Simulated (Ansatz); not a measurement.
**A relaxation, step by step**

CH₄Cl, doublet, PBE0-D4/def2-TZVP (Ansatz 0.2.0). Settings:

```yaml
hamiltonian: {xc: pbe0, dispersion: d4}
relax: {f_tol: 0.005, max_steps: 200}
```

Start, a step off a saddle point along its unstable mode:

```csv
atom,x (Å),y (Å),z (Å)
H1,-0.3462,-0.9874,-0.5074
C2,0.2529,0.7267,0.3663
Cl3,-0.6962,-2.0161,-0.9954
H4,0.3681,1.2277,-0.6030
H5,-0.6877,0.8171,0.9139
H6,1.1090,0.2320,0.8256
```

```
step  energy less the last (meV)  largest force component (eV/Å)
   1                       229.5                           3.724
   2                        53.5                           1.353
   3                        11.9                           0.317
   4                         0.8                           0.031
   5                         0.2                           0.017
   6                         0.0                           0.007
   7                         0.0                           0.003
```

Step 3, positions (Å) and forces (eV/Å):

```
atom       x       y       z      Fx      Fy      Fz
  H1  -0.372  -1.099  -0.513   0.017   0.061   0.014
  C2   0.274   0.791   0.395  -0.029  -0.054  -0.081
 Cl3  -0.762  -2.174  -1.118  -0.001  -0.010   0.003
  H4   0.384   1.275  -0.576  -0.027  -0.138   0.317
  H5  -0.660   0.891   0.947   0.275  -0.012  -0.139
  H6   1.135   0.315   0.864  -0.235   0.153  -0.114
```

Step 4, positions (Å) and forces (eV/Å):

| atom | x | y | z | Fx | Fy | Fz |
| --- | --- | --- | --- | --- | --- | --- |
| H1 | -0.352 | -1.019 | -0.504 | -0.004 | -0.009 | -0.008 |
| C2 | 0.256 | 0.735 | 0.370 | 0.001 | 0.000 | 0.002 |
| Cl3 | -0.740 | -2.125 | -1.074 | 0.012 | 0.031 | 0.018 |
| H4 | 0.376 | 1.248 | -0.574 | 0.000 | 0.005 | -0.030 |
| H5 | -0.657 | 0.866 | 0.933 | -0.028 | -0.006 | 0.010 |
| H6 | 1.118 | 0.295 | 0.850 | 0.020 | -0.022 | 0.007 |

Step 5, positions (Å) and forces (eV/Å):

```csv
atom,x,y,z,Fx,Fy,Fz
H1,-0.347,-1.001,-0.500,0.006,0.017,0.008
C2,0.254,0.730,0.366,-0.002,-0.005,-0.003
Cl3,-0.734,-2.111,-1.061,-0.003,-0.008,-0.003
H4,0.375,1.244,-0.577,0.000,-0.001,0.000
H5,-0.662,0.856,0.928,0.000,-0.001,-0.001
H6,1.115,0.283,0.844,-0.001,-0.001,-0.001
```

Last step (7):

```
6
angstrom
H -0.3419 -0.9851 -0.4931
C 0.2506 0.7217 0.3616
Cl -0.7290 -2.0990 -1.0521
H 0.3733 1.2400 -0.5795
H -0.6644 0.8481 0.9239
H 1.1114 0.2742 0.8392
```

Hardware: 2 CPU threads of an Arm Neoverse V1, shared host. Wall time about 13 s.
